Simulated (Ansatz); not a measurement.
**CH4FSi radical: small, medium and large basis sets**

One table from this session's results is given with a row withheld; the runs are named, their logs left out.

Method: one geometry, several basis sets; program: Ansatz 0.2.0, Gaussian basis.

Plan: PBE0-D4/def2-SVP; ωB97M-V/def2-SVP; PBE0-D4/def2-QZVPP; ωB97M-V/def2-QZVPP; the functionals' def2-TZVPP values are taken from earlier runs.

### The relaxed structure

An earlier PBE0-D4 in a triple-zeta def2 set relaxation fixed the geometry.

7 atoms, charge 0, spin multiplicity 2.

Atoms are counted from 1 here; the program's logs count them from 0.

Bond lengths: C1–Si2 1.864 Å, C1–H4 1.091 Å, C1–H5 1.093 Å, C1–H6 1.094 Å, Si2–F3 1.609 Å, Si2–H7 1.494 Å. Angles: Si2–C1–H4 111.5°, Si2–C1–H5 109.9°, Si2–C1–H6 110.0°, H4–C1–H5 108.4°, H4–C1–H6 108.5°, H5–C1–H6 108.5°, C1–Si2–F3 108.7°, C1–Si2–H7 111.7°, F3–Si2–H7 106.7°.

Set-up of the first run:

in.yaml reads:

```yaml
crystal:
  periodic: [false, false, false]
  atoms:
    - {symbol: C, position_ang: [-0.653525, 0.389549, -0.297968]}
    - {symbol: Si, position_ang: [0.917395, -0.594102, -0.104133]}
    - {symbol: F, position_ang: [0.640701, -1.812822, 0.909551]}
    - {symbol: H, position_ang: [-1.444934, -0.207827, -0.754136]}
    - {symbol: H, position_ang: [-0.470247, 1.260889, -0.931667]}
    - {symbol: H, position_ang: [-1.000711, 0.738338, 0.679649]}
    - {symbol: H, position_ang: [2.011322, 0.225985, 0.498703]}
basis:
  gaussian: {orbitals: def2-SVP}
magnetization: {spin_polarized: true, initial_magnetization: 1}
hamiltonian: {xc: pbe0, dispersion: d4}
output: {orbitals: {seedname: orbitals}}
```

Steps of the session up to this table: PBE0-D4 in def2-SVP; ωB97M-V in def2-SVP; PBE0-D4 in def2-QZVPP; ωB97M-V in def2-QZVPP.

One table of the session follows, with a row left open; its other results are not shown here.

It belongs to the step «Functionals by basis». 

| functional | basis | HOMO (eV) | LUMO (eV) |
| --- | --- | --- | --- |
| PBE0-D4 | def2-SVP | -6.00 | -2.07 |
| PBE0-D4 | def2-TZVPP | -6.08 | -2.10 |
| PBE0-D4 | def2-QZVPP | -6.11 | -2.15 |
| ωB97M-V | def2-SVP | -7.75 | -0.41 |
| ωB97M-V | def2-TZVPP | ? | ? |
| ωB97M-V | def2-QZVPP | -7.88 | -0.60 |

Estimate the missing values for ωB97M-V, def2-TZVPP.

As computed: HOMO (eV): -7.84; LUMO (eV): -0.51. In the column «HOMO (eV)» it lies between ωB97M-V, def2-QZVPP (-7.88) and ωB97M-V, def2-SVP (-7.75).
